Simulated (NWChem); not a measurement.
System: SiF$_{4}$; SMILES F[Si](F)(F)F

Excerpt of the output:

```
             Northwest Computational Chemistry Package (NWChem) 7.3.0
             --------------------------------------------------------

 C1  symmetry detected

                             Geometry "geometry" -> ""
                             -------------------------

 Output coordinates in angstroms (scale by  1.889725989 to convert to a.u.)

  No.       Tag          Charge          X              Y              Z
 ---- ---------------- ---------- -------------- -------------- --------------
    1 F                    9.0000     0.47467085     0.05712152     1.51237669
    2 Si                  14.0000    -0.00000392     0.00000439    -0.00000593
    3 F                    9.0000    -0.18763956     1.47537688    -0.55133272
    4 F                    9.0000    -1.37898748    -0.77830925    -0.09230489
    5 F                    9.0000     1.09196230    -0.75419597    -0.86872985

 Effective nuclear repulsion energy (a.u.)     267.4362909856

                                 NWChem DFT Module
                                 -----------------

 Summary of "ao basis" -> "ao basis" (spherical)
 ------------------------------------------------------------------------------
       Tag                 Description            Shells   Functions and Types
 ---------------- ------------------------------  ------  ---------------------
 F                          def2-svp                 6       14   3s2p1d
 Si                         def2-svp                 8       18   4s3p1d

            General Information
            -------------------
          SCF calculation type: DFT
          Wavefunction type:  closed shell.
          No. of atoms     :     5
          No. of electrons :    50
           Alpha electrons :    25
            Beta electrons :    25
          Charge           :     0
          Spin multiplicity:     1
          Use of symmetry is: off; symmetry adaption is: off
          Maximum number of iterations: 150
          AO basis - number of functions:    74
                     number of shells:    32
          Convergence on energy requested:  1.00D-06
          Convergence on density requested:  1.00D-05
          Convergence on gradient requested:  5.00D-04

              XC Information
              --------------
                         B3LYP Method XC Potential
                     Hartree-Fock (Exact) Exchange  0.200
                        Slater Exchange Functional  0.800 local
                    Becke 1988 Exchange Functional  0.720 non-local
              Lee-Yang-Parr Correlation Functional  0.810
                  VWN I RPA Correlation Functional  0.190 local

             Grid Information
             ----------------
          Grid used for XC integration:  medium
          Radial quadrature: Mura-Knowles
          Angular quadrature: Lebedev.
          Tag              B.-S. Rad. Rad. Pts. Rad. Cut. Ang. Pts.
          ---              ---------- --------- --------- ---------
          F                   0.50       49           7.0       434
          Si                  1.10       88           6.0       590
          Grid pruning is: on
          Number of quadrature shells:   284
          Spatial weights used:  Erf1

      Superposition of Atomic Density Guess
      -------------------------------------

 Sum of atomic energies:        -685.90858980

      Non-variational initial energy
      ------------------------------

 Total energy =    -686.656532
 1-e energy   =   -1489.413984
 2-e energy   =     535.321161
 HOMO         =      -0.652335
 LUMO         =       0.039469

     ---------------------------------------------
      Total Density - Mulliken Population Analysis
     ---------------------------------------------

    Atom       Charge   Shell Charges
 -----------   ------   -------------------------------------------------------
    1 F    9     9.53   1.99  1.14  0.78  3.49  2.13  0.00
    2 Si  14    11.86   2.00  1.99  0.57  0.01  5.93  0.69  0.27  0.40
    3 F    9     9.53   1.99  1.14  0.78  3.49  2.13  0.00
    4 F    9     9.53   1.99  1.14  0.78  3.49  2.13  0.00
    5 F    9     9.53   1.99  1.14  0.78  3.49  2.13  0.00

   convergence    iter        energy       DeltaE   RMS-Dens  Diis-err
 ---------------- ----- ----------------- --------- --------- ---------
 d= 0,ls=0.0,diis     1   -688.5997897097 -9.56D+02  2.04D-02  1.12D+00
 d= 0,ls=0.0,diis     2   -688.5594791508  4.03D-02  1.00D-02  1.90D+00
 d= 0,ls=0.0,diis     3   -688.7148841079 -1.55D-01  1.00D-03  2.04D-02
 d= 0,ls=0.0,diis     4   -688.7163129348 -1.43D-03  2.17D-04  6.82D-04
 d= 0,ls=0.0,diis     5   -688.7163653095 -5.24D-05  8.11D-06  5.81D-07
 d= 0,ls=0.0,diis     6   -688.7163653500 -4.06D-08  7.02D-07  8.16D-09

         Total DFT energy =     -688.716365350007
      One electron energy =    -1490.148793251656
           Coulomb energy =      596.989218761482
    Exchange-Corr. energy =      -62.993081845418
 Nuclear repulsion energy =      267.436290985585

 Numeric. integr. density =       50.000002577972

                       DFT Final Molecular Orbital Analysis
                       ------------------------------------

 Vector   23  Occ=2.000000D+00  E=-4.450686D-01
              MO Center= -1.8D-01,  8.2D-02, -4.5D-01, r^2= 2.7D+00
   Bfn.  Coefficient  Atom+Function         Bfn.  Coefficient  Atom+Function
  ----- ------------  ---------------      ----- ------------  ---------------
    36      0.403130  3 F  px                51      0.334459  4 F  py
    65     -0.325147  5 F  py                39     -0.281504  3 F  px
    54     -0.233552  4 F  py                68      0.227049  5 F  py
    50     -0.185592  4 F  px                53      0.129598  4 F  px
    66      0.125506  5 F  pz                64     -0.124738  5 F  px

 Vector   24  Occ=2.000000D+00  E=-4.450678D-01
              MO Center=  2.0D-02,  3.6D-01,  2.5D-01, r^2= 2.7D+00
   Bfn.  Coefficient  Atom+Function         Bfn.  Coefficient  Atom+Function
  ----- ------------  ---------------      ----- ------------  ---------------
     5      0.415313  1 F  py                38     -0.372652  3 F  pz
     8     -0.290010  1 F  py                41      0.260222  3 F  pz
    52      0.241293  4 F  pz                55     -0.168494  4 F  pz
    65     -0.159601  5 F  py                66      0.160381  5 F  pz
    37     -0.152221  3 F  py                68      0.111449  5 F  py

 Vector   25  Occ=2.000000D+00  E=-4.450667D-01
              MO Center=  1.6D-01, -4.4D-01,  2.0D-01, r^2= 2.7D+00
   Bfn.  Coefficient  Atom+Function         Bfn.  Coefficient  Atom+Function
  ----- ------------  ---------------      ----- ------------  ---------------
     4      0.387265  1 F  px                52      0.339219  4 F  pz
    66     -0.286102  5 F  pz                64     -0.277152  5 F  px
     7     -0.270425  1 F  px                55     -0.236876  4 F  pz
    69      0.199784  5 F  pz                67      0.193534  5 F  px
     6     -0.119462  1 F  pz                51      0.105761  4 F  py

 Vector   26  Occ=0.000000D+00  E= 3.396527D-03
              MO Center= -5.9D-05,  5.2D-05, -7.6D-05, r^2= 3.4D+00
   Bfn.  Coefficient  Atom+Function         Bfn.  Coefficient  Atom+Function
  ----- ------------  ---------------      ----- ------------  ---------------
    18      1.401349  2 Si s                  3     -0.350611  1 F  s
    35     -0.350651  3 F  s                 49     -0.350642  4 F  s
    63     -0.350624  5 F  s                 16      0.278543  2 Si s
    17      0.196123  2 Si s                  9      0.171594  1 F  pz
     6     -0.169120  1 F  pz                40      0.167412  3 F  py

 Vector   27  Occ=0.000000D+00  E= 1.009595D-01
              MO Center= -6.6D-02, -5.0D-02, -3.4D-01, r^2= 3.1D+00
   Bfn.  Coefficient  Atom+Function         Bfn.  Coefficient  Atom+Function
  ----- ------------  ---------------      ----- ------------  ---------------
    27      1.026028  2 Si pz                 3     -0.472815  1 F  s
    25      0.474747  2 Si px                24      0.281367  2 Si pz
    35      0.207488  3 F  s                 52      0.194840  4 F  pz
    49      0.182555  4 F  s                 55     -0.181390  4 F  pz
    66      0.170205  5 F  pz                69     -0.156512  5 F  pz

 Vector   28  Occ=0.000000D+00  E= 1.009616D-01
              MO Center= -5.9D-02,  2.5D-01,  1.9D-01, r^2= 3.1D+00
   Bfn.  Coefficient  Atom+Function         Bfn.  Coefficient  Atom+Function
  ----- ------------  ---------------      ----- ------------  ---------------
    25      1.017673  2 Si px                27     -0.481612  2 Si pz
    63     -0.434666  5 F  s                 49      0.335045  4 F  s
    22      0.279066  2 Si px                 4      0.215082  1 F  px
     7     -0.201962  1 F  px                36      0.198038  3 F  px
    39     -0.184745  3 F  px                51     -0.142909  4 F  py

     ---------------------------------------------
      Total Density - Mulliken Population Analysis
     ---------------------------------------------

    Atom       Charge   Shell Charges
 -----------   ------   -------------------------------------------------------
    1 F    9     9.30   1.99  1.13  0.79  3.36  2.03  0.01
    2 Si  14    12.80   2.00  1.98  0.77 -0.08  5.93  1.09  0.40  0.70
    3 F    9     9.30   1.99  1.13  0.79  3.36  2.03  0.01
    4 F    9     9.30   1.99  1.13  0.79  3.36  2.03  0.01
    5 F    9     9.30   1.99  1.13  0.79  3.36  2.03  0.01

     -------------------------------------------
      Total Density - Lowdin Population Analysis
     -------------------------------------------

    Atom       Charge   Shell Charges
 -----------   ------   -------------------------------------------------------
    1 F    9     9.16   1.98  1.01  0.76  3.22  2.18  0.01
    2 Si  14    13.38   2.00  1.91  0.52  0.19  5.81  1.12  0.73  1.08
    3 F    9     9.16   1.98  1.01  0.76  3.22  2.18  0.01
    4 F    9     9.16   1.98  1.01  0.76  3.22  2.18  0.01
    5 F    9     9.16   1.98  1.01  0.76  3.22  2.18  0.01

     Multipole analysis of the density
     ---------------------------------

     L   x y z        total         alpha         beta         nuclear
     -   - - -        -----         -----         ----         -------
     0   0 0 0     -0.000000    -25.000000    -25.000000     50.000000

     1   1 0 0     -0.000019     -0.000009     -0.000009      0.000000
     1   0 1 0      0.000021      0.000010      0.000010      0.000000
     1   0 0 1     -0.000026     -0.000013     -0.000013     -0.000000

     2   2 0 0    -23.995122    -65.903816    -65.903816    107.812511
     2   1 1 0      0.000004      0.000002      0.000002     -0.000000
     2   1 0 1     -0.000001     -0.000001     -0.000001      0.000000
     2   0 2 0    -23.995186    -65.904933    -65.904933    107.814680
     2   0 1 1     -0.000007     -0.000003     -0.000003     -0.000000
     2   0 0 2    -23.995081    -65.903051    -65.903051    107.811020
```

Level: B3LYP/def2-SVP. Geometry: optimised at PBE0/def2-SVP.

Question: Write an input that gives this output.

Answer: Several could match; the one computed here: the input that was run:
```
start job
memory heap 200 mb stack 900 mb global 1100 mb
geometry units angstroms noautoz
  F      1.359340     0.737951     0.351338
  Si    -0.000018    -0.000010    -0.000001
  F     -1.110115     1.076529    -0.353046
  F     -0.473388    -0.858188     1.247131
  F      0.224137    -0.956338    -1.245425
end
basis spherical
  * library def2-svp
end
dft
  xc b3lyp
  iterations 150
  mulliken
end
task dft energy
```
